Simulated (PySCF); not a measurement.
# `[CH3][AlH2]` (CH5Al): gas-phase deprotonation enthalpies at several levels

Coordinates in Å; atoms count from 1 in this order:
```
C    -0.0374   -0.0044   -0.9035
Al    0.0564   -0.0174    1.0503
H     0.7057    0.6895   -1.3336
H     0.1228   -0.9962   -1.3548
H    -1.0234    0.3609   -1.2417
H    -0.0572    1.3530    1.8569
H     0.2380   -1.3757    1.8646
```

All levels share the PBE0-D3(BJ)/ma-def2-SVP structures and the PBE0-D3(BJ)/ma-def2-SVP thermal terms; only the single-point energies (PySCF) change. Values are gas-phase deprotonation enthalpies (298 K, kJ/mol).

```
                    level    C1    time
         MP2/ma-def2-TZVP  1565   3.2 s
     CCSD(T)/ma-def2-TZVP  1568    21 s
B3LYP-D3(BJ)/ma-def2-TZVP  1573       –
          HF/ma-def2-TZVP  1608  0.74 s
```

Times are wall times for all single points of a level on 1 thread of AMD EPYC 7B13, a shared host; the dash marks the run that also made the structures.

Hartree-Fock leaves out electron correlation, so its deprotonation energies can be off by tens of kJ/mol.

The spread: 43 kJ/mol, from 1565 to 1608.

Caveats: Al2 is not listed: the run failed or kept an imaginary mode, or the ion rearranged or equalled another.
